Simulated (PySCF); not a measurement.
**Ionising SiP**

PBE0; basis Si def2-TZVPPD, P def2-TZVPPD; no relativity; PySCF 2.14. Neutral (UKS): doublet (π ↑), Re = 2.069 Å, ωe = 642 cm⁻¹, De = 3.71 eV, HOMO -6.86 eV, LUMO -4.63 eV.

SiP⁺ (UKS): triplet (π ↑↑), Re = 2.217 Å, ωe = 512 cm⁻¹, De = 3.13 eV to Si⁺ + P. The energies at the minima are -630.52096 hartree for SiP and -630.19781 for SiP⁺.

Problem. Work out the adiabatic ionisation energy, without and with harmonic zero-point energies (1 hartree = 27.2114 eV, 1 eV = 8065.5 cm⁻¹), and the change of the bond length.

Solution. At PBE0: 0.32315 hartree = 8.793 eV between the minima; the zero-point term (512.0 − 642.0)/2 cm⁻¹ = -0.008 eV makes it 8.785 eV. Re changes by +14.8 pm against the neutral. The electron leaves a π orbital, and the longer bond of the ion fits a bonding orbital, or a change in how ionic the bond is.

SiP⁻ (UKS): singlet (closed shell), Re = 1.999 Å, ωe = 710 cm⁻¹, De = 5.27 eV to Si⁻ + P. The energies at the minima are -630.52096 hartree for SiP and -630.62415 for SiP⁻.

Problem. Work out the adiabatic electron affinity, without and with harmonic zero-point energies (1 hartree = 27.2114 eV, 1 eV = 8065.5 cm⁻¹), and the change of the bond length.

Solution. At PBE0: 0.10319 hartree = 2.808 eV between the minima; the zero-point term (642.0 − 710.0)/2 cm⁻¹ = -0.004 eV makes it 2.804 eV. Re changes by -7.0 pm against the neutral. The electron enters a π orbital; the charge polarises the partner, so the anion is bound more strongly.

For an ion De counts to the pair picked by the measured ionisation energies or electron affinities, which need not be the lowest pair at this level. States were picked by a PBE0 search and need not be the measured ground states.
